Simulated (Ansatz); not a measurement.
Reaction (atomization): `CBP` → B• + C• + 6 H• + P•

Calculated with Ansatz (gas phase, PBE0-D4/def2-TZVP geometries, no zero-point term in ΔE). CCSD(T)/CBS adds triple-zeta CCSD(T) − MP2 to the extrapolated MP2 energy (def2 sets, frozen cores). This one scheme is used for every species, atoms too. DFT in def2-TZVPP. B3LYP here is the variant with VWN-RPA as its local correlation; programs differ in this. No spin–orbit coupling; open shells (•) take unrestricted orbitals. Spin–orbit coupling would lower the free atoms: a little for B, C. One conformer a species, not always the lowest.

```
             level  ΔE (kcal/mol)  difference from CCSD(T)/CBS
        r2SCANh-D4          727.2                          4.6
        r2SCAN0-D4          723.7                          1.1
      CAM-B3LYP-D4          732.3                          9.7
           ωB97M-V          731.1                          8.5
            B2PLYP          720.2                         -2.4
              PBE0          725.6                          3.0
             B3LYP          726.3                          3.7
           r2SCAN0          722.8                          0.2
         CAM-B3LYP          729.5                          6.9
           LC-ωPBE          721.1                         -1.5
     CCSD/def2-SVP          680.2                        -42.4
  CCSD(T)/def2-SVP          685.9                        -36.7
   CCSD/def2-TZVPP          698.6                        -24.0
CCSD(T)/def2-TZVPP          706.2                        -16.4
    MP2/def2-QZVPP          715.0                         -7.6
SCS-MP2/def2-QZVPP          721.1                         -1.5
       CCSD(T)/CBS          722.6                            0
```

Largest T1 diagnostic among the species: 0.015.

At CCSD(T), def2-SVP lies −36.7 kcal/mol from the extrapolated value and def2-TZVPP −16.4 kcal/mol: correlation converges slowly with the basis, and small sets miss more of it in the bonded molecule than in its fragments. In def2-TZVPP, CCSD(T) changes the Hartree–Fock value by +155.6 kcal/mol (the triples alone add +7.5 kcal/mol) and MP2 by +154.8 kcal/mol; breaking electron pairs costs correlation energy, which Hartree–Fock lacks. From BLYP to BHLYP (50 % exact exchange), in def2-TZVPP and without D4, ΔE moves by −4.5 kcal/mol: exact exchange takes away binding that semilocal exchange gives to molecules.

For atomizations the MP2-based limit and the directly extrapolated one differ by several kJ/mol either way, and by 10 to 25 for some Ge, Se and Sn compounds, so smaller differences from it don't rank the levels.
